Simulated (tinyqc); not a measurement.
Inside a calculation (part 1 of 2). Method: ROHF in the sto-6g basis, for H2O+, spin multiplicity 2. Computed by tinyqc, a small Python program that keeps every step (integrals from PySCF). Settings: charge = 1, multiplicity = 2, basis = sto-6g, energy threshold = 1e-08, iteration cap = 57, orthogonalisation = symmetric, start = Wolfsberg-Helmholz matrix, DIIS depth = 3, method = ROHF. Command: `OMP_NUM_THREADS=1 python tinyqc.py 27274 27275 out.jsonl` (the two numbers bound the seeds that draw the settings). One thread of a shared host (Intel(R) Xeon(R) Processor @ 2.60GHz), about 0.1 s of CPU time with the checks. Later iterations appear only in the table of the cycle.

## One-electron integrals

Geometry (angstrom):
```
atom         x          y         z
O     0.000000   0.000000  0.000000
H     0.000000   1.008000  0.834000
H     0.000000  -0.992000  0.820000
```

Basis sto-6g: exponents (1/bohr^2) and contraction coefficients of normalised primitives:
```
element  l (shell)     exponent  coefficient
O            s (1)  1355.584234     0.009164
O            s (1)   248.544885     0.049361
O            s (1)    69.533902     0.168538
O            s (1)    23.886772     0.370563
O            s (1)     9.275933     0.416492
O            s (1)     3.820341     0.130334
O            s (2)    52.187762    -0.013253
O            s (2)    10.329320    -0.046992
O            s (2)     3.210345    -0.033785
O            s (2)     1.235135     0.250242
O            s (2)     0.536420     0.595117
O            s (2)     0.245881     0.240706
O            p (3)    52.187762     0.003760
O            p (3)    10.329320     0.037679
O            p (3)     3.210345     0.173897
O            p (3)     1.235135     0.418036
O            p (3)     0.536420     0.425860
O            p (3)     0.245881     0.101708
H            s (1)    35.523221     0.009164
H            s (1)     6.513144     0.049361
H            s (1)     1.822143     0.168538
H            s (1)     0.625955     0.370563
H            s (1)     0.243077     0.416492
H            s (1)     0.100112     0.130334
```

Overlap, kinetic and nuclear-attraction integrals over the contracted functions; the nuclear repulsion is the sum of Za Zb / Rab.

nuclear repulsion = 6.78969964 hartree

overlap S, order 1O 1s, 1O 2s, 1O 2px, 1O 2py, 1O 2pz, 2H 1s, 3H 1s:
```
[[1.000000, 0.231145, 0.000000, 0.000000, 0.000000, 0.024643, 0.025887],
 [0.231145, 1.000000, 0.000000, 0.000000, 0.000000, 0.279841, 0.289755],
 [0.000000, 0.000000, 1.000000, 0.000000, 0.000000, 0.000000, 0.000000],
 [0.000000, 0.000000, 0.000000, 1.000000, 0.000000, 0.201648, -0.207678],
 [0.000000, 0.000000, 0.000000, 0.000000, 1.000000, 0.166840, 0.171669],
 [0.024643, 0.279841, 0.000000, 0.201648, 0.166840, 1.000000, 0.119894],
 [0.025887, 0.289755, 0.000000, -0.207678, 0.171669, 0.119894, 1.000000]]
```

kinetic energy T (hartree), order 1O 1s, 1O 2s, 1O 2px, 1O 2py, 1O 2pz, 2H 1s, 3H 1s:
```
[[29.327197, -0.896024, 0.000000, 0.000000, 0.000000, -0.006319, -0.006411],
 [-0.896024, 0.842618, 0.000000, 0.000000, 0.000000, 0.017399, 0.021254],
 [0.000000, 0.000000, 2.531309, 0.000000, 0.000000, 0.000000, 0.000000],
 [0.000000, 0.000000, 0.000000, 2.531309, 0.000000, 0.068528, -0.074503],
 [0.000000, 0.000000, 0.000000, 0.000000, 2.531309, 0.056698, 0.061585],
 [-0.006319, 0.017399, 0.000000, 0.068528, 0.056698, 0.768522, -0.011608],
 [-0.006411, 0.021254, 0.000000, -0.074503, 0.061585, -0.011608, 0.768522]]
```

nuclear attraction V (hartree), order 1O 1s, 1O 2s, 1O 2px, 1O 2py, 1O 2pz, 2H 1s, 3H 1s:
```
[[-62.073955, -6.339812, 0.000000, 0.000228, -0.011392, -0.770299, -0.809404],
 [-6.339812, -9.814718, 0.000000, 0.002589, -0.134581, -1.997976, -2.080589],
 [0.000000, 0.000000, -9.775451, 0.000000, 0.000000, 0.000000, 0.000000],
 [0.000228, 0.002589, 0.000000, -9.844704, 0.001295, -1.259120, 1.306565],
 [-0.011392, -0.134581, 0.000000, 0.001295, -9.822813, -1.069963, -1.108602],
 [-0.770299, -1.997976, 0.000000, -1.259120, -1.069963, -4.711246, -0.621285],
 [-0.809404, -2.080589, 0.000000, 1.306565, -1.108602, -0.621285, -4.761554]]
```

core Hamiltonian H = T + V (hartree), order 1O 1s, 1O 2s, 1O 2px, 1O 2py, 1O 2pz, 2H 1s, 3H 1s:
```
[[-32.746758, -7.235837, 0.000000, 0.000228, -0.011392, -0.776618, -0.815815],
 [-7.235837, -8.972100, 0.000000, 0.002589, -0.134581, -1.980577, -2.059335],
 [0.000000, 0.000000, -7.244142, 0.000000, 0.000000, 0.000000, 0.000000],
 [0.000228, 0.002589, 0.000000, -7.313395, 0.001295, -1.190592, 1.232062],
 [-0.011392, -0.134581, 0.000000, 0.001295, -7.291505, -1.013264, -1.047017],
 [-0.776618, -1.980577, 0.000000, -1.190592, -1.013264, -3.942723, -0.632892],
 [-0.815815, -2.059335, 0.000000, 1.232062, -1.047017, -0.632892, -3.993032]]
```

## Two-electron integrals

Functions are numbered as in S; the eight-fold symmetry (ij|kl) = (ji|kl) = (kl|ij) leaves the list below.

Two-electron integrals (ij|kl) in chemists' order, unique and non-zero (hartree):
```
(11|11) 4.787491    (21|11) 0.675884    (21|21) 0.121505    (22|11) 1.117379
(22|21) 0.249212    (22|22) 0.817383    (31|31) 0.025762    (32|31) 0.039145
(32|32) 0.180664    (33|11) 1.117381    (33|21) 0.249212    (33|22) 0.817382
(33|33) 0.880663    (41|41) 0.025762    (42|41) 0.039145    (42|42) 0.180664
(43|43) 0.047461    (44|11) 1.117381    (44|21) 0.249212    (44|22) 0.817382
(44|33) 0.785741    (44|44) 0.880663    (51|51) 0.025762    (52|51) 0.039145
(52|52) 0.180664    (53|53) 0.047461    (54|54) 0.047461    (55|11) 1.117381
(55|21) 0.249212    (55|22) 0.817382    (55|33) 0.785741    (55|44) 0.785741
(55|55) 0.880663    (61|11) 0.076510    (61|21) 0.013200    (61|22) 0.026540
(61|33) 0.026485    (61|41) 0.000499    (61|42) 0.000983    (61|44) 0.026583
(61|51) 0.000413    (61|52) 0.000813    (61|54) 0.000081    (61|55) 0.026552
(61|61) 0.001461    (62|11) 0.212902    (62|21) 0.048281    (62|22) 0.178832
(62|33) 0.175727    (62|41) 0.002991    (62|42) 0.023352    (62|44) 0.181256
(62|51) 0.002475    (62|52) 0.019321    (62|54) 0.004575    (62|55) 0.179512
(62|61) 0.005290    (62|62) 0.051896    (63|31) 0.004994    (63|32) 0.029291
(63|43) 0.004667    (63|53) 0.003861    (63|63) 0.006770    (64|11) 0.128538
(64|21) 0.029526    (64|22) 0.116489    (64|33) 0.111524    (64|41) 0.006529
(64|42) 0.043112    (64|44) 0.124160    (64|51) 0.001269    (64|52) 0.011435
(64|54) 0.006593    (64|55) 0.113784    (64|61) 0.003360    (64|62) 0.041048
(64|64) 0.038776    (65|11) 0.106350    (65|21) 0.024429    (65|22) 0.096381
(65|33) 0.092273    (65|41) 0.001269    (65|42) 0.011435    (65|44) 0.095005
(65|51) 0.006045    (65|52) 0.038752    (65|54) 0.006927    (65|55) 0.101866
(65|61) 0.002780    (65|62) 0.033962    (65|64) 0.026482    (65|65) 0.028680
(66|11) 0.400759    (66|21) 0.092526    (66|22) 0.393944    (66|33) 0.380186
(66|41) 0.006337    (66|42) 0.069996    (66|44) 0.404687    (66|51) 0.005243
(66|52) 0.057913    (66|54) 0.020271    (66|55) 0.396958    (66|61) 0.010190
(66|62) 0.155719    (66|64) 0.139861    (66|65) 0.115718    (66|66) 0.774999
(71|11) 0.080388    (71|21) 0.013869    (71|22) 0.027880    (71|33) 0.027822
(71|41) -0.000524   (71|42) -0.001032   (71|44) 0.027926    (71|51) 0.000433
(71|52) 0.000853    (71|54) -0.000086   (71|55) 0.027893    (71|61) 0.001513
(71|62) 0.005374    (71|64) 0.003151    (71|65) 0.002829    (71|66) 0.010294
(71|71) 0.001613    (72|11) 0.221721    (72|21) 0.050272    (72|22) 0.185975
(72|33) 0.182750    (72|41) -0.003117   (72|42) -0.024248   (72|44) 0.188497
(72|51) 0.002576    (72|52) 0.020043    (72|54) -0.004751   (72|55) 0.186677
(72|61) 0.005327    (72|62) 0.042060    (72|64) 0.023438    (72|65) 0.026782
(72|66) 0.099934    (72|71) 0.005786    (72|72) 0.055876    (73|31) 0.005225
(73|32) 0.030564    (73|43) -0.004856   (73|53) 0.004014    (73|63) 0.005273
(73|73) 0.007327    (74|11) -0.133251   (74|21) -0.030606   (74|22) -0.120615
(74|33) -0.115451   (74|41) 0.006821    (74|42) 0.044889    (74|44) -0.128596
(74|51) -0.001319   (74|52) -0.011841   (74|54) 0.006852    (74|55) -0.117797
(74|61) -0.003108   (74|62) -0.023296   (74|64) -0.008197   (74|65) -0.014581
(74|66) -0.052248   (74|71) -0.003660   (74|72) -0.044008   (74|74) 0.041504
(75|11) 0.110147    (75|21) 0.025299    (75|22) 0.099702    (75|33) 0.095433
(75|41) -0.001319   (75|42) -0.011841   (75|44) 0.098271    (75|51) 0.006316
(75|52) 0.040352    (75|54) -0.007202   (75|55) 0.105400    (75|61) 0.002791
(75|62) 0.026684    (75|64) 0.014601    (75|65) 0.021954    (75|66) 0.068479
(75|71) 0.003025    (75|72) 0.036377    (75|74) -0.028251   (75|75) 0.030680
(76|11) 0.061266    (76|21) 0.014059    (76|22) 0.057100    (76|33) 0.055736
(76|41) 3.84e-06    (76|42) 0.000046    (76|44) 0.056703    (76|51) 0.001075
(76|52) 0.010270    (76|54) 0.000011    (76|55) 0.058862    (76|61) 0.001524
(76|62) 0.016912    (76|64) 0.011736    (76|65) 0.012454    (76|66) 0.055752
(76|71) 0.001601    (76|72) 0.017482    (76|74) -0.012042   (76|75) 0.012816
(76|76) 0.007302    (77|11) 0.407032    (77|21) 0.093965    (77|22) 0.399578
(77|33) 0.385432    (77|41) -0.006517   (77|42) -0.071632   (77|44) 0.410643
(77|51) 0.005387    (77|52) 0.059212    (77|54) -0.020840   (77|55) 0.402658
(77|61) 0.009951    (77|62) 0.097457    (77|64) 0.051147    (77|65) 0.067098
(77|66) 0.263659    (77|71) 0.010875    (77|72) 0.162742    (77|74) -0.145609
(77|75) 0.120362    (77|76) 0.055752    (77|77) 0.774999
```

## Orthogonalisation

S = U s U^T; symmetric (Loewdin) form X = U s^(-1/2) U^T, so that X^T S X = 1.

eigenvalues of S: [0.547434, 0.644814, 0.888503, 1.000000, 1.104909, 1.235544, 1.578795]

X, order 1O 1s, 1O 2s, 1O 2px, 1O 2py, 1O 2pz, 2H 1s, 3H 1s:
```
[[1.021775, -0.126980, 0.000000, 0.000168, -0.004267, 0.013443, 0.013897],
 [-0.126980, 1.088919, 0.000000, -0.001840, 0.039522, -0.149398, -0.156444],
 [0.000000, 0.000000, 1.000000, 0.000000, 0.000000, 0.000000, 0.000000],
 [0.000168, -0.001840, 0.000000, 1.037557, -0.000974, -0.117819, 0.121812],
 [-0.004267, 0.039522, 0.000000, -0.000974, 1.022950, -0.087397, -0.090900],
 [0.013443, -0.149398, 0.000000, -0.117819, -0.087397, 1.064358, -0.041059],
 [0.013897, -0.156444, 0.000000, 0.121812, -0.090900, -0.041059, 1.069059]]
```

## Starting guess

The start is the generalised Wolfsberg-Helmholz matrix (K = 1.75) built on H; D(s) = C_occ C_occ^T for each spin.

D(alpha) at the start, order 1O 1s, 1O 2s, 1O 2px, 1O 2py, 1O 2pz, 2H 1s, 3H 1s:
```
[[1.040279, -0.174546, 0.000000, -0.001486, 0.033345, -0.053046, -0.055500],
 [-0.174546, 0.777945, 0.000000, 0.005913, -0.127826, 0.160495, 0.167688],
 [0.000000, 0.000000, 1.000000, 0.000000, 0.000000, 0.000000, 0.000000],
 [-0.001486, 0.005913, 0.000000, 0.866044, 0.002559, 0.124301, -0.125456],
 [0.033345, -0.127826, 0.000000, 0.002559, 0.942849, 0.059370, 0.062095],
 [-0.053046, 0.160495, 0.000000, 0.124301, 0.059370, 0.058790, 0.025241],
 [-0.055500, 0.167688, 0.000000, -0.125456, 0.062095, 0.025241, 0.063847]]
```

D(beta) at the start, order 1O 1s, 1O 2s, 1O 2px, 1O 2py, 1O 2pz, 2H 1s, 3H 1s:
```
[[1.040279, -0.174546, 0.000000, -0.001486, 0.033345, -0.053046, -0.055500],
 [-0.174546, 0.777945, 0.000000, 0.005913, -0.127826, 0.160495, 0.167688],
 [0.000000, 0.000000, 0.000000, 0.000000, 0.000000, 0.000000, 0.000000],
 [-0.001486, 0.005913, 0.000000, 0.866044, 0.002559, 0.124301, -0.125456],
 [0.033345, -0.127826, 0.000000, 0.002559, 0.942849, 0.059370, 0.062095],
 [-0.053046, 0.160495, 0.000000, 0.124301, 0.059370, 0.058790, 0.025241],
 [-0.055500, 0.167688, 0.000000, -0.125456, 0.062095, 0.025241, 0.063847]]
```

## Iteration 1: building the Fock matrix

J_ij = sum D_kl (ij|kl) with D = D(alpha) + D(beta), K_ij = sum D_kl (ik|jl) for each spin; F = H + J - K(s); E = tr D H + tr D J / 2 - 0.5 sum_s tr D(s) K(s) + E_nn.

Coulomb J (hartree), order 1O 1s, 1O 2s, 1O 2px, 1O 2py, 1O 2pz, 2H 1s, 3H 1s:
```
[[16.927102, 2.985198, 0.000000, 0.000323, -0.007735, 0.327047, 0.343576],
 [2.985198, 7.693965, 0.000000, 0.000560, -0.015407, 1.645172, 1.711808],
 [0.000000, 0.000000, 7.627988, 0.000000, 0.000000, 0.000000, 0.000000],
 [0.000323, 0.000560, 0.000000, 7.725271, -0.000342, 1.062704, -1.101218],
 [-0.007735, -0.015407, 0.000000, -0.000342, 7.728637, 0.879141, 0.910146],
 [0.327047, 1.645172, 0.000000, 1.062704, 0.879141, 3.617953, 0.520669],
 [0.343576, 1.711808, 0.000000, -1.101218, 0.910146, 0.520669, 3.674639]]
```

exchange K(alpha) (hartree), order 1O 1s, 1O 2s, 1O 2px, 1O 2py, 1O 2pz, 2H 1s, 3H 1s:
```
[[4.903740, 0.793110, 0.000000, -0.000108, 0.002797, 0.090827, 0.095365],
 [0.793110, 1.317233, 0.000000, 0.001909, -0.045490, 0.343601, 0.357400],
 [0.000000, 0.000000, 1.143207, 0.000000, 0.000000, 0.000000, 0.000000],
 [-0.000108, 0.001909, 0.000000, 1.105310, 0.000442, 0.207175, -0.213749],
 [0.002797, -0.045490, 0.000000, 0.000442, 1.130676, 0.158323, 0.164263],
 [0.090827, 0.343601, 0.000000, 0.207175, 0.158323, 0.249913, 0.094915],
 [0.095365, 0.357400, 0.000000, -0.213749, 0.164263, 0.094915, 0.267123]]
```

exchange K(beta) (hartree), order 1O 1s, 1O 2s, 1O 2px, 1O 2py, 1O 2pz, 2H 1s, 3H 1s:
```
[[4.877977, 0.753965, 0.000000, -0.000108, 0.002797, 0.085832, 0.090140],
 [0.753965, 1.136568, 0.000000, 0.001909, -0.045490, 0.314310, 0.326836],
 [0.000000, 0.000000, 0.262544, 0.000000, 0.000000, 0.000000, 0.000000],
 [-0.000108, 0.001909, 0.000000, 1.057849, 0.000442, 0.202508, -0.208893],
 [0.002797, -0.045490, 0.000000, 0.000442, 1.083215, 0.154462, 0.160250],
 [0.085832, 0.314310, 0.000000, 0.202508, 0.154462, 0.243143, 0.089642],
 [0.090140, 0.326836, 0.000000, -0.208893, 0.160250, 0.089642, 0.259795]]
```

F(alpha) (hartree), order 1O 1s, 1O 2s, 1O 2px, 1O 2py, 1O 2pz, 2H 1s, 3H 1s:
```
[[-20.723395, -5.043749, 0.000000, 0.000660, -0.021924, -0.540397, -0.567604],
 [-5.043749, -2.595367, 0.000000, 0.001240, -0.104498, -0.679005, -0.704927],
 [0.000000, 0.000000, -0.759361, 0.000000, 0.000000, 0.000000, 0.000000],
 [0.000660, 0.001240, 0.000000, -0.693434, 0.000511, -0.335064, 0.344593],
 [-0.021924, -0.104498, 0.000000, 0.000511, -0.693544, -0.292446, -0.301134],
 [-0.540397, -0.679005, 0.000000, -0.335064, -0.292446, -0.574683, -0.207139],
 [-0.567604, -0.704927, 0.000000, 0.344593, -0.301134, -0.207139, -0.585515]]
```

F(beta) (hartree), order 1O 1s, 1O 2s, 1O 2px, 1O 2py, 1O 2pz, 2H 1s, 3H 1s:
```
[[-20.697633, -5.004604, 0.000000, 0.000660, -0.021924, -0.535403, -0.562379],
 [-5.004604, -2.414703, 0.000000, 0.001240, -0.104498, -0.649714, -0.674363],
 [0.000000, 0.000000, 0.121302, 0.000000, 0.000000, 0.000000, 0.000000],
 [0.000660, 0.001240, 0.000000, -0.645973, 0.000511, -0.330396, 0.339738],
 [-0.021924, -0.104498, 0.000000, 0.000511, -0.646083, -0.288585, -0.297120],
 [-0.535403, -0.649714, 0.000000, -0.330396, -0.288585, -0.567914, -0.201865],
 [-0.562379, -0.674363, 0.000000, 0.339738, -0.297120, -0.201865, -0.578188]]
```

total energy of this density = -75.00595865 hartree

## Iteration 1: Roothaan effective Fock matrix

With projectors Pc = D(beta) S, Po = (D(alpha) - D(beta)) S, Pv = 1 - D(alpha) S, the block xy is Px^T F Py; with Fc = (F(alpha) + F(beta))/2, the blocks are Fc for cc, oo, vv and cv, F(beta) for co and F(alpha) for ov.

effective F (hartree), order 1O 1s, 1O 2s, 1O 2px, 1O 2py, 1O 2pz, 2H 1s, 3H 1s:
```
[[-20.710514, -5.024177, 0.000000, 0.000660, -0.021924, -0.537900, -0.564992],
 [-5.024177, -2.505035, 0.000000, 0.001240, -0.104498, -0.664360, -0.689645],
 [0.000000, 0.000000, -0.319029, 0.000000, 0.000000, 0.000000, 0.000000],
 [0.000660, 0.001240, 0.000000, -0.669703, 0.000511, -0.332730, 0.342165],
 [-0.021924, -0.104498, 0.000000, 0.000511, -0.669813, -0.290516, -0.299127],
 [-0.537900, -0.664360, 0.000000, -0.332730, -0.290516, -0.571299, -0.204502],
 [-0.564992, -0.689645, 0.000000, 0.342165, -0.299127, -0.204502, -0.581851]]
```

## Iteration 1: diagonalisation and new density

Diagonalise F' = X^T F X, C = X C', fill 5 alpha and 4 beta electrons from the bottom; D(s) = C_occ C_occ^T. Each column has its largest component positive (the first on a tie).

F' = X^T F X (hartree):
```
[[-20.385225, -2.506934, 0.000000, 0.001260, -0.031207, -0.037430, -0.042065],
 [-2.506934, -1.545833, 0.000000, -0.003086, -0.011755, -0.310326, -0.324772],
 [0.000000, 0.000000, -0.319029, 0.000000, 0.000000, 0.000000, 0.000000],
 [0.001260, -0.003086, 0.000000, -0.563796, -0.002095, -0.261015, 0.268853],
 [-0.031207, -0.011755, 0.000000, -0.002095, -0.607903, -0.193054, -0.200768],
 [-0.037430, -0.310326, 0.000000, -0.261015, -0.193054, -0.360103, -0.061310],
 [-0.042065, -0.324772, 0.000000, 0.268853, -0.200768, -0.061310, -0.355522]]
```

orbital energies (hartree): [-20.713812, -1.429758, -0.827935, -0.716213, -0.319029, -0.099814, -0.030850]

coefficients C, order 1O 1s, 1O 2s, 1O 2px, 1O 2py, 1O 2pz, 2H 1s, 3H 1s:
```
[[0.996730, -0.225333, -0.002653, 0.082317, 0.000000, 0.096274, 0.015582],
 [0.014297, 0.889811, 0.013422, -0.392047, 0.000000, -0.544304, -0.090067],
 [0.000000, 0.000000, 0.000000, 0.000000, 1.000000, 0.000000, 0.000000],
 [-0.000069, -0.001939, 0.750325, 0.010385, 0.000000, -0.102823, 0.729093],
 [0.001920, 0.138119, -0.008337, 0.842925, 0.000000, -0.571462, -0.087569],
 [-0.002301, 0.156530, 0.351254, 0.229811, 0.000000, 0.786460, -0.599453],
 [-0.002411, 0.163617, -0.355451, 0.221241, 0.000000, 0.585359, 0.804753]]
```

D(alpha) after iteration 1, order 1O 1s, 1O 2s, 1O 2px, 1O 2py, 1O 2pz, 2H 1s, 3H 1s:
```
[[1.051029, -0.218562, 0.000000, -0.000768, 0.040200, -0.019579, -0.020117],
 [-0.218562, 0.945849, 0.000000, 0.004273, -0.207651, 0.053867, 0.054046],
 [0.000000, 0.000000, 1.000000, 0.000000, 0.000000, 0.000000, 0.000000],
 [-0.000768, 0.004273, 0.000000, 0.563099, 0.002230, 0.265638, -0.264724],
 [0.040200, -0.207651, 0.000000, 0.002230, 0.729672, 0.212400, 0.212046],
 [-0.019579, 0.053867, 0.000000, 0.265638, 0.212400, 0.200699, -0.048394],
 [-0.020117, 0.054046, 0.000000, -0.264724, 0.212046, -0.048394, 0.202069]]
```

D(beta) after iteration 1, order 1O 1s, 1O 2s, 1O 2px, 1O 2py, 1O 2pz, 2H 1s, 3H 1s:
```
[[1.051029, -0.218562, 0.000000, -0.000768, 0.040200, -0.019579, -0.020117],
 [-0.218562, 0.945849, 0.000000, 0.004273, -0.207651, 0.053867, 0.054046],
 [0.000000, 0.000000, 0.000000, 0.000000, 0.000000, 0.000000, 0.000000],
 [-0.000768, 0.004273, 0.000000, 0.563099, 0.002230, 0.265638, -0.264724],
 [0.040200, -0.207651, 0.000000, 0.002230, 0.729672, 0.212400, 0.212046],
 [-0.019579, 0.053867, 0.000000, 0.265638, 0.212400, 0.200699, -0.048394],
 [-0.020117, 0.054046, 0.000000, -0.264724, 0.212046, -0.048394, 0.202069]]
```
